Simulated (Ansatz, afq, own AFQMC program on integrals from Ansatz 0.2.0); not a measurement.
Integrals from Ansatz 0.2.0, then the random walk in our own AFQMC program (afq).

```yaml
crystal:
  periodic: [false, false, false]
  atoms:
    - {symbol: Si, position_ang: [0.000000, -0.053330, 1.728306]}
    - {symbol: Al, position_ang: [0.000000, -0.017489, -1.816495]}
    - {symbol: H, position_ang: [0.000000, 1.954183, 0.467784]}
basis:
  gaussian: {orbitals: 6-31G}
magnetization: {spin_polarized: true, initial_magnetization: 2}
correlation: {method: ccsd_t, electrons: outside_noble_gas, hamiltonian_folder: ham}
```

```sh
$ ansatz run in.yaml --threads 1 --pin off --events-out ev --progress --plain --max-ram 24576MiB --backend cuda --devices 0, --max-vram 18GiB
```

Options of the walk:

```
--method phaseless --trial cisd --walkers 4000 --populations 20 --least-time 60 --time-step 0.005 --steps-per-block 50 --equilibration-blocks 40 --max-blocks 4000 --target-error 0.00034 --factor-cut 1e-05 --start spin_pure --seed 1484 --release-times 0.24,0.51,0.99,1.62,2.4 --release-step 0.03 --release-every 3 --taylor-order 6
```

Times are imaginary, in 1/Eh. The walk had a cap of 122 s. With eight or more populations the least sampling time is a fifth of least-time, and the error comes from their spread.

Output of the walk:

```
orbitals 18  electrons 5 3  factors 101 of 310
reference energy -531.22279609 Eh
CCSD correlation -0.09129617 Eh in 17 cycles, weight of the determinant in the CISD state 0.7658
energy of the start -531.305994 Eh
 block  time / (1/Eh)  mean weight  energy / Eh
     1     0.250  0.9999  -531.307116
     2     0.500  0.9999  -531.308338
     3     0.750  1.0001  -531.309525
     4     1.000  1.0000  -531.310571
     5     1.250  1.0000  -531.311731
    10     2.500  1.0001  -531.314787
    17     4.250  1.0001  -531.316378
    19     4.750  1.0000  -531.317116
    29     7.250  1.0001  -531.317656
    39     9.750  1.0001  -531.318481
    45    11.250  0.9999  -531.318620
    49    12.250  0.9998  -531.318268
    59    14.750  0.9998  -531.317816
    69    17.250  0.9999  -531.318011
    79    19.750  0.9999  -531.317588
    89    22.250  1.0002  -531.317980
error from the spread of 20 populations
released: time / (1/Eh)  energy / Eh  error  mean overlap
  0.24  -531.318005  0.000122  0.9984
  0.51  -531.318178  0.000093  0.9990
  0.99  -531.318537  0.000110  0.9964
  1.62  -531.318634  0.000100  0.9979
  2.40  -531.318726  0.000122  1.0034
energy -531.317803 +/- 0.000126 Eh
(rows thinned)
```

The run passed its tests (sampling time, drift between the halves within three errors, error under three times the target), which doesn't prove that it has relaxed.

Against this walk (error 3.4 meV) on the same determinant: CCSD(T) 19.0 meV higher, CCSDT(Q) 55.5 meV lower, CCSDTQ 55.8 meV lower, full CI 56.4 meV lower. The error is statistical and leaves out the bias of the constraint. The determinant has ⟨S²⟩ = 2.40, so the low cluster orders mix in higher spin, while the walk starts as a pure triplet. The released energies are still falling (meV from the phaseless value at times in 1/Eh: -5 ± 3 at 0.24, -10 ± 3 at 0.51, -20 ± 3 at 0.99, -23 ± 3 at 1.62, -25 ± 3 at 2.40), so they give no level; they do show a bias of the constraint, and the last of them that isn't too noisy lies 31 meV above full CI. Full CI is exact here, so the walk's 56 meV above it is the walk's own error: the bias of the constraint with this trial. The determinant is a poor start (see the cautions), so the low cluster orders aren't to be relied on, and full CI is the sure value.

Cautions: constraint bias not in the error; lower spins were not checked; strong correlation (T1 0.081, weight of the determinant 0.77, largest double 0.16); unrestricted determinant spin contaminated (⟨S²⟩ 2.40 against 2.00).

The walk took 26 s on 1 × NVIDIA H100 80GB HBM3 with 2 threads of AMD EPYC 7R13 Processor (Zen 3) (shared host) (the card was shared). The log's last line is the phaseless energy.

CCSDT and higher add their correlation energy to the determinant of the CCSD(T) run, since their own runs factorise the integrals more tightly (a shift of under 2 meV). A walk keeps the symmetry of its determinant, which the program's search chose and which needn't be the lowest solution, so a lower state of the same spin and another symmetry isn't excluded.
